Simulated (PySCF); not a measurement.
PySCF input for isobutene cation (C4H8), SMILES CC(C)=C (connectivity only; charge and spin as stated), charge +1, multiplicity 2, IEF-PCM-B3LYP/def2-SVP. The structure is a stationary point at TPSSh-D3(BJ)/def2-SVP. The spin state was assumed, not searched.

```python
import numpy as np
from pyscf import gto, scf, dft
from pyscf.solvent import pcm

mol = gto.M(
    atom='''
    C    -1.27708996    0.01844858   -0.67388404
    C     0.00000000    0.00000000    0.05728959
    C     1.27708997   -0.01844858   -0.67388403
    C    -0.00000001   -0.00000000    1.48541201
    H    -1.18679828    0.48399348   -1.66665047
    H    -1.52785263   -1.05161652   -0.86963234
    H    -2.11195877    0.43714261   -0.09514224
    H     1.52785264    1.05161651   -0.86963232
    H     2.11195877   -0.43714261   -0.09514222
    H     1.18679830   -0.48399349   -1.66665045
    H     0.93963479    0.03435132    2.04662442
    H    -0.93963481   -0.03435132    2.04662441
    ''',
    basis='def2-SVP',
    charge=1,
    spin=1,
    max_memory=1600,
    verbose=3,
)
mf = dft.UKS(mol, xc='b3lyp').density_fit(auxbasis='def2-universal-jkfit')
mf.grids.level = 3
mf.conv_tol = 1e-9
mf.max_cycle = 100
mf.kernel()
fine, coarse = mf.grids, dft.Grids(mol).set(level=1).build(with_non0tab=True)
for _ in range(3):  # follow internal instabilities
    mf.grids = coarse
    mo, _, stable, _ = mf.stability(return_status=True, nroots=4)
    mf.grids = fine
    if stable:
        break
    mf.kernel(mf.make_rdm1(mo, mf.mo_occ))
res = {}
for name, eps in {'water': 78.355, 'ethylethanoate': 5.9867, 'n-hexane': 1.8819}.items():
    s = mf.PCM()
    s.with_solvent.method, s.with_solvent.eps, s.with_solvent.lebedev_order = 'IEF-PCM', eps, 29
    s.kernel(mf.make_rdm1())
    res[name] = (s.e_tot, eps, s.dip_moment(), s.mo_energy, s.converged)
    print(f'{name}: electrostatic solvation free energy {(s.e_tot - mf.e_tot) * 627.509474:.3f} kcal/mol')
```

Log of the run:

```

WARN: HOMO -0.271348186668007 >= LUMO -0.271348186668007

converged SCF energy = -156.785276978811  <S^2> = 0.75205624  2S+1 = 2.0020552
<class 'pyscf.df.df_jk.DFUKS'> wavefunction is stable in the internal stability analysis

WARN: PCM is an experimental feature. It is still in testing.
Features and APIs may be changed in the future.

converged SCF energy = -156.879352782882  <S^2> = 0.75201906  2S+1 = 2.002018

WARN: System has nonzero charge 1; the dipole moment is origin-dependent.
Location of origin: [0. 0. 0.]

Dipole moment(X, Y, Z, Debye): -0.00000, -0.00000,  1.17266
water: electrostatic solvation free energy -59.033 kcal/mol

WARN: PCM is an experimental feature. It is still in testing.
Features and APIs may be changed in the future.

converged SCF energy = -156.864524921927  <S^2> = 0.75202746  2S+1 = 2.0020264

WARN: System has nonzero charge 1; the dipole moment is origin-dependent.
Location of origin: [0. 0. 0.]

Dipole moment(X, Y, Z, Debye): -0.00000, -0.00000,  1.10651
ethylethanoate: electrostatic solvation free energy -49.729 kcal/mol

WARN: PCM is an experimental feature. It is still in testing.
Features and APIs may be changed in the future.

converged SCF energy = -156.829710494321  <S^2> = 0.75204278  2S+1 = 2.0020417

WARN: System has nonzero charge 1; the dipole moment is origin-dependent.
Location of origin: [0. 0. 0.]

Dipole moment(X, Y, Z, Debye): -0.00000, -0.00000,  0.99725
n-hexane: electrostatic solvation free energy -27.882 kcal/mol
```

Self-consistency was reached.
